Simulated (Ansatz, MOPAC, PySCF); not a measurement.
Process, species as SMILES: OC=O -> [OH] (HO) + [CH]=O (CHO) (the C-O bond breaks)

Wanted: bond dissociation energy (enthalpy at 298 K), in kcal/mol. Set-up: open shells spin-unrestricted; non-relativistic; 6-31G* and kin with 6d, 5d where marked; spin-orbit terms left out; no dispersion term unless named. First-principles rows: single points at B3LYP-D3(BJ) geometries (Ansatz, a first-principles code), with unscaled harmonic terms from B3LYP/6-31G* at its own minima. Semi-empirical rows: MOPAC heats of formation at their own minima for 298 K.

```tsv
species	coefficient	E at M06-2X/6-31G* (5d) (PySCF), Eh	E at wB97X-V/def2-TZVPD (Ansatz), Eh	H(298 K) - E, kcal/mol	heat of formation at PM3 (MOPAC), kcal/mol
O=CO	-1	-189.67535	-189.78305	23.86	-94.44
[OH] (HO)	+1	-75.68743	-75.73938	7.28	2.84
[CH]=O (CHO)	+1	-113.79582	-113.86123	10.59	-10.23
```

Measured values: G2/97 table in ASE (Curtiss et al.); G2/97 table in ASE (Curtiss et al.), the entry of HO doubted and unchecked; they hold spin-orbit and core effects, anharmonicity and other conformers.  Value to compare with, the measured value: 109.9 kcal/mol. 1 Eh = 627.5095 kcal/mol.

Work the quantity out at each level, and compare with the measured value.


- M06-2X/6-31G* (5d): the sum of coefficient times E is 0.19210 Eh, or 120.54 kcal/mol; the thermal terms add -5.99. Result: 114.6 kcal/mol. Its error against the measured value is 4.7 kcal/mol.
- wB97X-V/def2-TZVPD: the sum of coefficient times E is 0.18244 Eh, or 114.48 kcal/mol; the thermal terms add -5.99. Result: 108.5 kcal/mol. Its error against the measured value is -1.4 kcal/mol.
- PM3: the sum of coefficient times heat of formation is 87.05 kcal/mol; it needs no thermal term. Its error against the measured value is -22.9 kcal/mol.
